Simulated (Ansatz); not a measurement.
Two isomers of C3H4ClF: A = `C=CC(F)Cl`, B = `C/C(Cl)=C/F`.

Isolated molecules relaxed with PBE0-D4/def2-TZVP in Ansatz; ΔE leaves out vibrations. CBS: MP2 limit from def2 TZ/QZ plus the TZ coupled-cluster correction, frozen cores. This one scheme is used for every species. DFT in def2-TZVPP. B3LYP here is the variant with VWN-RPA as its local correlation; programs differ in this. Each species was taken in one conformer, which may not be the lowest.

A:

```xyz
9

C     0.820   -0.929   -0.693
C    -0.151   -0.040   -0.564
C    -0.392    0.739    0.679
F     0.502    0.434    1.651
Cl   -2.043    0.411    1.292
H     1.500   -1.144    0.121
H     0.958   -1.468   -1.622
H    -0.838    0.179   -1.375
H    -0.357    1.818    0.510
```

B:

Z-matrix (Å, degrees):
```
C
C 1 1.485
H 1 1.093 2 110.7
H 1 1.092 2 110.5 3 -120.3
H 1 1.093 2 110.7 3 119.3
Cl 2 1.723 1 116.4 3 -59.7
C 2 1.324 1 123.5 3 120.3
F 7 1.329 2 123.3 1 180.0
H 7 1.083 2 123.0 1 0.0
```

Which isomer does CCSD(T)/CBS put lower? Give the gap. (Best estimate.)

Ansatz gave: B, by 2.0 kJ/mol.

Give E(B) − E(A) in kJ/mol with MP2/def2-TZVPP, B2PLYP, B3LYP, r2SCAN-D4, CCSD(T)/def2-TZVPP, HF/def2-TZVPP, PBE-D4. (Estimate.)

The calculation gave: MP2/def2-TZVPP -5.8, B2PLYP -4.1, B3LYP -4.9, r2SCAN-D4 -8.0, CCSD(T)/def2-TZVPP -2.3, HF/def2-TZVPP 5.1, PBE-D4 -11.6. The order is the other way round with HF/def2-TZVPP.

Largest T1 diagnostic: 0.011.

In def2-TZVPP, CCSD(T) changes the Hartree–Fock value by −7.4 kJ/mol (the triples alone add −0.9 kJ/mol) and MP2 by −10.9 kJ/mol.
